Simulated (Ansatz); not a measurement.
```yaml
crystal:
  periodic: [false, false, false]
  atoms:
    - {symbol: C, position_ang: [-1.976313, -0.387213, -0.003874]}
    - {symbol: S, position_ang: [-0.670595, 0.490278, 0.003966]}
    - {symbol: Si, position_ang: [1.610779, -0.394155, -0.002871]}
basis:
  gaussian: {orbitals: def2-TZVP}
hamiltonian: {xc: pbe0}
relax: {f_tol: 0.004, max_steps: 80}
```

```sh
$ ansatz run in.yaml --threads 1 --pin off --events-out ev --progress --plain --max-ram 2176MiB
```

Steps of the relaxation (energy above the last step; positions in Å, forces in eV/Å):

```
3
step 1, 333.5 meV
C    -1.976   -0.387   -0.004    0.057    0.212    0.002
S    -0.671    0.490    0.004    0.988   -0.717   -0.006
Si    1.611   -0.394   -0.003   -1.045    0.505    0.004
```

```
3
step 2, 130.3 meV
C    -2.037   -0.318   -0.003    0.410    0.255    0.002
S    -0.596    0.354    0.003    0.604   -0.612   -0.005
Si    1.597   -0.327   -0.002   -1.014    0.357    0.003
```

```
3
step 3, 210.1 meV
C    -1.973   -0.284   -0.003   -0.653   -0.122   -0.001
S    -0.471    0.261    0.002   -2.132    0.812    0.006
Si    1.409   -0.268   -0.002    2.785   -0.691   -0.005
```

```
3
step 8, 0.0 meV
C    -2.072   -0.210   -0.002    0.000    0.001    0.000
S    -0.521    0.150    0.001    0.000   -0.001    0.000
Si    1.558   -0.231   -0.002    0.000    0.000    0.000
```

Close pairs at the end: C1–S2 1.592 Å, S2–Si3 2.114 Å.

A stationary point of restricted PBE0 after 8 steps (its stability towards spin polarisation wasn't tested); no frequencies were run, so it isn't proven a minimum. 49 s on 1 thread of AMD EPYC 7R43, shared host.
